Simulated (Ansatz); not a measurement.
A run of Ansatz (development build ahead of 0.2.0) on singlet C₃H₄ at this shape:

```xyz
7

C     0.0031   -0.0089   -1.2355
C    -0.0034    0.0006    0.2051
C     0.0073    0.0067    1.4240
H    -0.0064   -1.0258   -1.6422
H    -0.8870    0.5199   -1.6273
H     0.8828    0.5154   -1.6278
H    -0.0061    0.0076    2.4971
```

Its results:

```
Converged                       : yes
Reference energy                : -114.44035 hartree
Correlation energy              : -0.20289 hartree
Total energy                    : -114.64324 hartree
Spin squared of the determinant : 0.000
```

Which input gives this output? Name the method, the orbitals and the basis set, and write the input.

RHF-MP2 in STO-3G. An unrestricted run that stays on the closed shell gives the same numbers.

```yaml
crystal:
  periodic: [false, false, false]
  atoms:
    - { symbol: C, position_ang: [0.00307, -0.00885, -1.23546] }
    - { symbol: C, position_ang: [-0.00343, 0.00057, 0.2051] }
    - { symbol: C, position_ang: [0.00734, 0.00668, 1.42404] }
    - { symbol: H, position_ang: [-0.00639, -1.02582, -1.64217] }
    - { symbol: H, position_ang: [-0.88697, 0.51989, -1.62732] }
    - { symbol: H, position_ang: [0.88278, 0.51544, -1.62784] }
    - { symbol: H, position_ang: [-0.00606, 0.00765, 2.49712] }
basis:
  gaussian: { orbitals: STO-3G }
hamiltonian:
  xc: hf
correlation:
  method: mp2
  frozen_orbitals: { C: 1, H: 0 }
```
